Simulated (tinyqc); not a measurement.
CIS and TDHF on RHF in the sto-3g basis, frozen core, for H2F+, spin multiplicity 1, step by step. One step of it, computed by the program tinyqc.

Problem. CIS matrix, triplets. A(ia,jb) = (e_a - e_i) d_ij d_ab - (ij|ab).

orbital energies (hartree): MO1 -26.618319, MO2 -2.048114, MO3 -1.183332, MO4 -1.068393, MO5 -1.036863, MO6 -0.022369, MO7 0.135141

Two-electron integrals over orbitals (pq|rs), unique and non-zero (hartree); the lowest 1 orbital is frozen and left out:
```
(22|22) 0.858585    (32|32) 0.158082    (33|22) 0.757039    (33|33) 0.734545
(42|22) 0.003776    (42|33) -0.005545   (42|42) 0.159721    (43|32) 0.006105
(43|43) 0.048197    (44|22) 0.815512    (44|33) 0.713050    (44|42) -0.090418
(44|44) 0.895691    (52|52) 0.181238    (53|53) 0.038152    (54|52) -0.034776
(54|54) 0.054831    (55|22) 0.879737    (55|33) 0.745894    (55|42) -0.050718
(55|44) 0.836968    (55|55) 0.997514    (62|22) -0.146556   (62|33) -0.090889
(62|42) -0.040652   (62|44) -0.104362   (62|55) -0.152105   (62|62) 0.077704
(63|32) 0.025527    (63|43) 0.017578    (63|63) 0.067472    (64|22) -0.137822
(64|33) -0.082393   (64|42) 0.008487    (64|44) -0.147276   (64|55) -0.143382
(64|62) 0.060743    (64|64) 0.072054    (65|52) -0.053550   (65|54) -0.006999
(65|65) 0.026669    (66|22) 0.575213    (66|33) 0.556156    (66|42) 0.067701
(66|44) 0.537769    (66|55) 0.549696    (66|62) -0.054819   (66|64) -0.028692
(66|66) 0.545542    (72|32) 0.064039    (72|43) -0.023859   (72|63) -0.027621
(72|72) 0.055950    (73|22) 0.204872    (73|33) 0.161842    (73|42) -0.058656
(73|44) 0.201624    (73|55) 0.230003    (73|62) -0.071886   (73|64) -0.083849
(73|66) 0.019530    (73|73) 0.161049    (74|32) -0.057121   (74|43) 0.009069
(74|63) -0.041229   (74|72) -0.011456   (74|74) 0.049217    (75|53) 0.025517
(75|75) 0.019929    (76|32) -0.095251   (76|43) -0.046246   (76|63) -0.082003
(76|72) 0.006951    (76|74) 0.059929    (76|76) 0.158376    (77|22) 0.615610
(77|33) 0.616560    (77|42) 0.007719    (77|44) 0.593546    (77|55) 0.603068
(77|62) -0.046802   (77|64) -0.030898   (77|66) 0.539713    (77|73) 0.070582
(77|77) 0.579657
```

Give: CIS matrix A, triplet.

Solution.

CIS matrix A, triplet (hartree), lower triangle:
```
         2>6      2>7     3>6     3>7     4>6     4>7     5>6     5>7
2>6   1.4505
2>7   0.0000   1.5676
3>6   0.0000   0.0953  0.6048
3>7   0.0953   0.0000  0.0000  0.7019
4>6  -0.0677   0.0000  0.0000  0.0462  0.5083
4>7   0.0000  -0.0077  0.0462  0.0000  0.0000  0.6100
5>6   0.0000   0.0000  0.0000  0.0000  0.0000  0.0000  0.4648
5>7   0.0000   0.0000  0.0000  0.0000  0.0000  0.0000  0.0000  0.5689
```
